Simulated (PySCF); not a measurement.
**(E)-acetaldoxime (C2H5NO): geometry, NMR shifts, spin-spin couplings, electronic excitations and core binding energies**

Wanted: the NMR shifts, spin-spin couplings, electronic excitations and core binding energies of (E)-acetaldoxime (C2H5NO) (`C/C=N/O`), by calculation.

Programs: PySCF 2.14.0, with density-fitted response routines of our own. Each step states its level of theory. These are calculated values for one molecule in the gas phase, unless marked as measured. Atoms are numbered from 0 throughout.

## (1) Starting geometry

9 atoms, charge 0, multiplicity 1; geometry from: MMFF94s. The atoms were then displaced at random by about 0.03 Å, so the start is not that level's minimum.

Bonds of the start (Å): C0–C1 1.40, C1–N2 1.27, N2–O3 1.52, C0–H4 1.16, C0–H5 1.11, C0–H6 1.09, C1–H7 1.08, O3–H8 0.89.

## (2) Relaxing the molecule at PBE0-D3(BJ)/def2-SVP

What the job is given:

```
{"job": {"xc": "PBE0", "basis": "def2-SVP", "d3": "d3bj", "grid": 1, "shake": 0.03, "kind": "geom"}, "charge": 0, "multiplicity": 1}
C     -1.260290     0.263010     0.069130
C      0.005620    -0.327590     0.095620
N      1.025940     0.323210    -0.276270
O      2.292450    -0.508670    -0.120580
H     -1.253280     1.350310    -0.329590
H     -1.766660     0.341460     1.052700
H     -1.941470    -0.238030    -0.611210
H      0.106240    -1.345770     0.432610
H      2.924180     0.072630    -0.338060
```

Started as:

```console
$ OMP_NUM_THREADS=1 python probes_run.py task.json out
```

One launch serves the whole session: the jobs run in the order shown.

**Question.** This job is followed by: GIAO PBE0/pcSseg-1 NMR shielding, non-relativistic, gas phase; B3LYP/pcJ-1 indirect spin-spin coupling, non-relativistic, gas phase; TDDFT CAM-B3LYP/def2-SVPD, vertical, gas phase, core orbitals frozen in the response; GIAO CAM-B3LYP/pcSseg-2 NMR shielding, non-relativistic, gas phase; delta-SCF UKS SCAN, pcX-2 on the ionised atom, pcseg-1 elsewhere, spin-free X2C. What will the session give for the following? point group; rotational constants (main isotopes); 13C shifts against TMS (PBE0/pcSseg-1); 1H shifts against TMS (PBE0/pcSseg-1, means over atoms taken as alike); 15N shifts against NH3 (PBE0/pcSseg-1); 17O shifts against H2O (PBE0/pcSseg-1); largest coupling of the table (B3LYP/pcJ-1); lowest singlet (CAM-B3LYP/def2-SVPD); brightest single state of those computed; lowest triplet; vertical ionisation energy (ΔSCF); C1s binding energies, SCAN/pcX-2; N1s binding energies, SCAN/pcX-2; O1s binding energies, SCAN/pcX-2; range of the shift of O3.

As calculated:

```
                                                              quantity                        value
                                                           point group                           Cs
                                  rotational constants (main isotopes)        46.87, 4.28, 4.02 GHz
                                13C shifts against TMS (PBE0/pcSseg-1)              148.0, 18.0 ppm
1H shifts against TMS (PBE0/pcSseg-1, means over atoms taken as alike)         7.26, 5.92, 1.88 ppm
                                15N shifts against NH3 (PBE0/pcSseg-1)                    411.0 ppm
                                17O shifts against H2O (PBE0/pcSseg-1)                    224.0 ppm
                           largest coupling of the table (B3LYP/pcJ-1)      1J(C,H) C1–H7, 165.0 Hz
                                  lowest singlet (CAM-B3LYP/def2-SVPD)  6.11 eV (203 nm), f = 0.001
                              brightest single state of those computed  state 2, 6.86 eV, f = 0.211
                                                        lowest triplet                      4.22 eV
                                     vertical ionisation energy (ΔSCF)                      9.90 eV
                                      C1s binding energies, SCAN/pcX-2      C1 291.55, C0 291.17 eV
                                      N1s binding energies, SCAN/pcX-2                 N2 406.16 eV
                                      O1s binding energies, SCAN/pcX-2                 O3 539.34 eV
                                              range of the shift of O3           213.0 to 224.0 ppm
```

The start was shaken at random, so part of the energy gained undoes that. Over 8 steps the energy fell by 0.740 eV; of the close pairs, N2–O3 changed most, 1.523 to 1.370 Å. At PBE0/pcSseg-1: Shielding is most anisotropic at N2 (span 519 ppm, paramagnetic term -465 ppm). In the run at B3LYP/pcJ-1, the largest coupling of the table is C1–H7, 165.0 Hz, of which the Fermi-contact term gives 163.8 Hz. The lowest singlet, at 6.11 eV, is HOMO−1→LUMO 0.98 and is dark; of the 10 states computed, the strongest absorption comes from states 2 to 3 together at 6.86 eV. The lowest triplet lies 1.89 eV below the lowest singlet (triplets in Tamm-Dancoff, singlets in full TDDFT). The orbital energy would give 8.81 eV for ionisation, ΔSCF gives 9.90 eV. The C1s levels kept as sound span 0.37 eV, from C0 (methyl carbon) up to C1 (C=N carbon). In ppm, O3 moves most: its shift spreads over 10.9 ppm, from 213.0 (CAM-B3LYP/pcSseg-2) to 224.0 (PBE0/pcSseg-1). Part of that comes from the computed reference.
